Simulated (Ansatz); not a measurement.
**Molecular dynamics of C$_{2}$H$_{3}$S, charge +1**

input.yaml

```yaml
crystal:
  periodic: [false, false, false]
  atoms:
    - { symbol: C, position_ang: [-0.669154, 0.017325, -0.846881] }
    - { symbol: C, position_ang: [0.155458, -0.205881, 0.159344] }
    - { symbol: S, position_ang: [1.179938, -0.677867, 1.371093] }
    - { symbol: H, position_ang: [-1.782186, 0.016977, -0.702975] }
    - { symbol: H, position_ang: [-0.286704, 0.240031, -1.878249] }
    - { symbol: H, position_ang: [1.402638, 0.609416, 1.897669] }
total_charge: 1
magnetization:
  spin_polarized: true
basis:
  gaussian: { orbitals: STO-3G }
hamiltonian:
  xc: blyp
  dispersion: d4
md:
  timestep: 0.25
  n_steps: 266
  ensemble: nve
  temperature: 100.0
  initial_velocities: maxwell_boltzmann
  seed: 41448
```

Run as:

```bash
$ ansatz run input.yaml --threads 1 --pin off --max-ram 2048MiB --backend cpu --events-out ev --progress --plain --runs-dir out
```

It starts from a relaxed structure.

Output, in part (one step line in 9, the closing report, with atoms numbered from 0):

```
md step     0: t =     0.00 fs  T =   100.0 K  F+E_penalty+E_count = -12802.19742987 eV  E_kin = 0.051704 eV  conserved = -12802.14572587 eV  (26 SCF iters)
md step     9: t =     2.25 fs  T =    80.8 K  F+E_penalty+E_count = -12802.18744657 eV  E_kin = 0.041757 eV  conserved = -12802.14568962 eV  (19 SCF iters)
md step    18: t =     4.50 fs  T =    74.8 K  F+E_penalty+E_count = -12802.18439193 eV  E_kin = 0.038685 eV  conserved = -12802.14570697 eV  (20 SCF iters)
md step    27: t =     6.75 fs  T =    65.4 K  F+E_penalty+E_count = -12802.17952368 eV  E_kin = 0.033825 eV  conserved = -12802.14569863 eV  (20 SCF iters)
md step    36: t =     9.00 fs  T =    59.9 K  F+E_penalty+E_count = -12802.17667688 eV  E_kin = 0.030974 eV  conserved = -12802.14570320 eV  (20 SCF iters)
md step    45: t =    11.25 fs  T =    52.6 K  F+E_penalty+E_count = -12802.17287765 eV  E_kin = 0.027174 eV  conserved = -12802.14570406 eV  (20 SCF iters)
md step    54: t =    13.50 fs  T =    42.6 K  F+E_penalty+E_count = -12802.16769715 eV  E_kin = 0.022004 eV  conserved = -12802.14569322 eV  (20 SCF iters)
md step    63: t =    15.75 fs  T =    45.8 K  F+E_penalty+E_count = -12802.16938313 eV  E_kin = 0.023674 eV  conserved = -12802.14570905 eV  (20 SCF iters)
md step    72: t =    18.00 fs  T =    40.8 K  F+E_penalty+E_count = -12802.16678863 eV  E_kin = 0.021092 eV  conserved = -12802.14569665 eV  (20 SCF iters)
md step    81: t =    20.25 fs  T =    37.3 K  F+E_penalty+E_count = -12802.16498683 eV  E_kin = 0.019273 eV  conserved = -12802.14571352 eV  (20 SCF iters)
md step    90: t =    22.50 fs  T =    19.2 K  F+E_penalty+E_count = -12802.15561078 eV  E_kin = 0.009928 eV  conserved = -12802.14568243 eV  (20 SCF iters)
md step    99: t =    24.75 fs  T =    28.5 K  F+E_penalty+E_count = -12802.16044046 eV  E_kin = 0.014725 eV  conserved = -12802.14571514 eV  (20 SCF iters)
md step   108: t =    27.00 fs  T =    18.4 K  F+E_penalty+E_count = -12802.15523056 eV  E_kin = 0.009535 eV  conserved = -12802.14569542 eV  (26 SCF iters)
md step   117: t =    29.25 fs  T =    14.6 K  F+E_penalty+E_count = -12802.15324760 eV  E_kin = 0.007549 eV  conserved = -12802.14569878 eV  (20 SCF iters)
md step   126: t =    31.50 fs  T =    17.5 K  F+E_penalty+E_count = -12802.15474810 eV  E_kin = 0.009048 eV  conserved = -12802.14569984 eV  (20 SCF iters)
md step   135: t =    33.75 fs  T =    25.4 K  F+E_penalty+E_count = -12802.15884565 eV  E_kin = 0.013154 eV  conserved = -12802.14569160 eV  (27 SCF iters)
md step   144: t =    36.00 fs  T =    45.8 K  F+E_penalty+E_count = -12802.16939521 eV  E_kin = 0.023680 eV  conserved = -12802.14571515 eV  (20 SCF iters)
md step   153: t =    38.25 fs  T =    43.9 K  F+E_penalty+E_count = -12802.16836382 eV  E_kin = 0.022673 eV  conserved = -12802.14569124 eV  (20 SCF iters)
md step   162: t =    40.50 fs  T =    51.3 K  F+E_penalty+E_count = -12802.17223063 eV  E_kin = 0.026525 eV  conserved = -12802.14570579 eV  (19 SCF iters)
md step   171: t =    42.75 fs  T =    55.9 K  F+E_penalty+E_count = -12802.17461089 eV  E_kin = 0.028920 eV  conserved = -12802.14569045 eV  (20 SCF iters)
md step   180: t =    45.00 fs  T =    71.9 K  F+E_penalty+E_count = -12802.18289345 eV  E_kin = 0.037179 eV  conserved = -12802.14571474 eV  (20 SCF iters)
md step   189: t =    47.25 fs  T =    66.1 K  F+E_penalty+E_count = -12802.17985181 eV  E_kin = 0.034162 eV  conserved = -12802.14568964 eV  (20 SCF iters)
md step   198: t =    49.50 fs  T =    74.8 K  F+E_penalty+E_count = -12802.18437234 eV  E_kin = 0.038669 eV  conserved = -12802.14570301 eV  (20 SCF iters)
md step   207: t =    51.75 fs  T =    80.7 K  F+E_penalty+E_count = -12802.18741504 eV  E_kin = 0.041712 eV  conserved = -12802.14570332 eV  (20 SCF iters)
md step   216: t =    54.00 fs  T =    80.1 K  F+E_penalty+E_count = -12802.18712055 eV  E_kin = 0.041425 eV  conserved = -12802.14569591 eV  (20 SCF iters)
md step   225: t =    56.25 fs  T =    81.6 K  F+E_penalty+E_count = -12802.18790847 eV  E_kin = 0.042196 eV  conserved = -12802.14571224 eV  (20 SCF iters)
md step   234: t =    58.50 fs  T =    66.9 K  F+E_penalty+E_count = -12802.18027540 eV  E_kin = 0.034592 eV  conserved = -12802.14568310 eV  (20 SCF iters)
md step   243: t =    60.75 fs  T =    75.4 K  F+E_penalty+E_count = -12802.18470529 eV  E_kin = 0.038990 eV  conserved = -12802.14571500 eV  (20 SCF iters)
md step   252: t =    63.00 fs  T =    63.3 K  F+E_penalty+E_count = -12802.17841723 eV  E_kin = 0.032722 eV  conserved = -12802.14569571 eV  (20 SCF iters)
md step   261: t =    65.25 fs  T =    52.5 K  F+E_penalty+E_count = -12802.17287002 eV  E_kin = 0.027166 eV  conserved = -12802.14570380 eV  (20 SCF iters)
md step   266: t =    66.50 fs  T =    46.0 K  F+E_penalty+E_count = -12802.16950735 eV  E_kin = 0.023806 eV  conserved = -12802.14570122 eV  (27 SCF iters)
Total energy: -12802.16972803 eV, -470.4710598827 hartree
Atom 0 at    -0.691473     0.016905    -0.840225 Å, force     0.944836     0.082260     0.281481 eV/Å
Atom 1 at     0.207399    -0.208471     0.118203 Å, force    -0.834980     0.084846    -0.272974 eV/Å
Atom 2 at     1.173256    -0.677837     1.380063 Å, force     0.055862    -0.254833    -0.195440 eV/Å
Atom 3 at    -1.786602     0.008966    -0.600561 Å, force    -0.060224    -0.061430    -0.071651 eV/Å
Atom 4 at    -0.363401     0.293875    -1.883591 Å, force    -0.174734    -0.099535     0.182604 eV/Å
Atom 5 at     1.343312     0.598511     1.926212 Å, force     0.069239     0.248692     0.075980 eV/Å
Dipole moment:    -0.081474     0.261984    -0.024426 e Å
```

The run went to its last step. The conserved energy stayed within 0.0073 meV per atom of its start (net change 0.0042 meV per atom), so the integration is sound. A run of 0.067 ps of so small a system gives no equilibrium averages. Limits of this set-up: minimal basis, the dipole of an ion depends on the origin.

The same pairs are bonded in the first frame and the last. Pairs count as bonded within 1.25 times the sum of covalent radii (0.12 Å more for H–H).

Last frame:

```xyz
6
Properties=species:S:1:pos:R:3
C -0.692 0.017 -0.840
C 0.207 -0.208 0.118
S 1.173 -0.678 1.380
H -1.787 0.009 -0.601
H -0.363 0.294 -1.884
H 1.343 0.599 1.926
```

Run time: 3.9 min on 1 thread of Arm Neoverse V1, with other jobs on the host, peak memory 0.18 GiB.
